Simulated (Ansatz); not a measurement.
Compare A (`CCC#CF`) with its isomer B (`C=C/C=C\F`).

Calculated with Ansatz (gas phase, PBE0-D4/def2-TZVP geometries, no zero-point term in ΔE). CCSD(T)/CBS adds triple-zeta CCSD(T) − MP2 to the extrapolated MP2 energy (def2 sets, frozen cores). DFT in def2-TZVPP. B3LYP here is the variant with VWN-RPA as its local correlation; programs differ in this. One conformer a species, not always the lowest.

Which is lower in electronic energy at CCSD(T)/CBS, and by how much? (Estimate.)

Computed: B, by 126.7 kJ/mol.

Give E(B) − E(A) in kJ/mol with r2SCAN-D4, HF/def2-TZVPP, PBE-D4, ωB97M-V, B3LYP, CCSD/def2-TZVPP, CCSD(T)/def2-TZVPP. (An estimate is asked.)

Ansatz gave: r2SCAN-D4 -137.6, HF/def2-TZVPP -127.3, PBE-D4 -131.9, ωB97M-V -123.9, B3LYP -132.8, CCSD/def2-TZVPP -122.9, CCSD(T)/def2-TZVPP -125.9. None reverses the order clearly.

Largest T1 diagnostic: 0.012.

From PBE to PBE0 (25 % exact exchange), in def2-TZVPP and without D4, E(B) − E(A) moves by +3.6 kJ/mol.
